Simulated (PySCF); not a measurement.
**Potential energy of NaS⁻ along the bond**

Set-up: basis Na def2-SVPD, S def2-SVPD; no relativity; PySCF 2.14. Energies in eV from Na + S⁻ in their ground configurations at the same level. State: ¹Σ⁺ (singlet), closed shell.

```tsv
R (Å)	PBE	BP86
2.091	-1.151	-1.118
2.189	-1.451	-1.420
2.286	-1.621	-1.591
2.359	-1.685	-1.657
2.432	-1.709	-1.682
2.505	-1.701	-1.676
2.602	-1.656	-1.632
2.724	-1.560	-1.538
2.870	-1.412	-1.393
3.064	-1.192	-1.176
```

Q: Put a parabola through the three lowest points of the PBE curve and estimate Re, k and ωe (reduced mass 13.37 u; 1 eV/Å² = 0.16022 mdyn/Å; ωe = 1302.8·√(k/μ) cm⁻¹).

A: Through R = 2.359, 2.432, 2.505 Å the second-order coefficient is 3.00 eV/Å², so Re ≈ 2.450 Å, k ≈ 0.962 mdyn/Å and ωe ≈ 349 cm⁻¹. A polynomial fit of higher order to the unrounded PBE energies gives Re = 2.448 Å, k = 0.876 mdyn/Å, ωe = 334 cm⁻¹; anharmonicity and rounding make the difference.

The higher-order fit for each curve: PBE: Re = 2.448 Å, ωe = 334 cm⁻¹, De = 1.71 eV; BP86: Re = 2.452 Å, ωe = 332 cm⁻¹, De = 1.68 eV.

For an ion De counts to the pair picked by the measured ionisation energies or electron affinities, which need not be the lowest pair at this level. The highest Kohn–Sham level is positive in this anion. Much of that is self-interaction error, but it also means that the finite basis helps to hold the extra electron.
